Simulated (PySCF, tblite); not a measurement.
## A complex of methylammonium and dinitrogen

A gas-phase complex of methylammonium and dinitrogen; charge +1, singlet. The structure comes from a short search (6 tight-binding starts) and was relaxed by PBE0-D3(BJ)/def2-SVPD; another way of binding may lie lower. No frequency run checks that it is a minimum.

Parts: 1 = methylammonium (C[NH3+]), atoms 1–8, charge +1; 2 = dinitrogen (N#N), atoms 9–10.

```
atom  part   x (Å)   y (Å)   z (Å)
  C1     1   0.852   0.087  -0.837
  N2     1  -0.136  -0.390   0.170
  H3     1   1.743  -0.546  -0.778
  H4     1   1.114   1.125  -0.604
  H5     1   0.406   0.023  -1.834
  H6     1  -0.997   0.167   0.151
  H7     1   0.250  -0.331   1.128
  H8     1  -0.405  -1.365   0.007
  N9     2   1.768  -0.003   3.810
 N10     2   1.236  -0.117   2.859
```

Contacts between parts, classed by geometry: H7···N10 2.003 Å (hydrogen bond, 172°).

Interaction energies are complex less parts, with the parts frozen as they stand in it; counterpoise-corrected, in kcal/mol (PySCF).

(1) How strongly do the parts interact, level by level?

(2) What holds them together? Decompose the wB97M-D3(BJ)/def2-TZVPD energy: frozen parts, their antisymmetrised product, then relaxation.

The parts were also relaxed and run alone, at the levels used for the complex: shieldings by PBE0/pcSseg-2; core levels by delta-SCF with SCAN, pcX-2 on the ionised atom and pcseg-1 elsewhere, spin-free X2C.

(3) How do these values change when the complex forms?

## Answers

(1) 
```
                  level  interaction  superposition error removed
wB97M-D3(BJ)/def2-TZVPD        -5.07                        -0.09
 PBE0-D3(BJ)/def2-TZVPD        -5.52                        -0.08
```

(2) electrostatic -4.4, Pauli repulsion +5.9, orbital relaxation -5.7, dispersion correction -0.9 kcal/mol, which sum to the value before the counterpoise correction; the Pauli term holds the exchange-correlation of the frozen density too. Of the attraction, 51 % is orbital relaxation, 40 % is electrostatic, 8 % is dispersion correction.

(3) 
```csv
property,alone,in the complex,change
N2–H7 bond (Å),1.026,1.035,+0.008
shielding of H7 (ppm),26.67,25.04,-1.63
shielding of N10 (ppm),-93.8,-66.9,+26.9
shielding of N2 (ppm),222.9,222.6,-0.3
C1 1s core level (eV),298.65,298.27,-0.38
N2 1s core level (eV),415.73,414.98,-0.75
N10 1s core level (eV),409.87,413.96,+4.10
```

The core-hole state of N10 is spin-contaminated (⟨S²⟩ 0.83 against 0.75 for a pure doublet), so that value and differences from it are less sure.
